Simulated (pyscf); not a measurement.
# Routes from silicon monoxide (O=Si:) [singlet] + hydrogen (H₂)

Candidate steps break at most two bonds and form at most two. Each was searched with GFN2-xTB (tblite) first. Single points on ωB97X-D3(BJ)/def2-SVP structures (PySCF, gas phase). Energies: ωB97M-D3(BJ)/def2-TZVP, kcal/mol, from the separated reactants, singlet surface; ΔG‡ with ideal gas, 1 atm, RRHO with modes under 100 cm⁻¹ raised to 100, one conformer, R ln 2 for chiral ones without a mode under 150 cm⁻¹.

```tsv
products	type	ΔE‡	ΔE	ΔG‡ 298 K	ΔG‡ 900 K	ν‡ (cm⁻¹)
HO–SiH: [singlet]	addition across a multiple bond or ene-type step	37.6	-5.3	44.9	60.9	1910i
O=SiH₂	insertion	81.4	-2.3	87.7	103.1	2012i
```

Plain bond fissions and candidates not yet searched are not listed, and one of them may be faster. Each barrier is that of the saddle found; lower ones may exist.
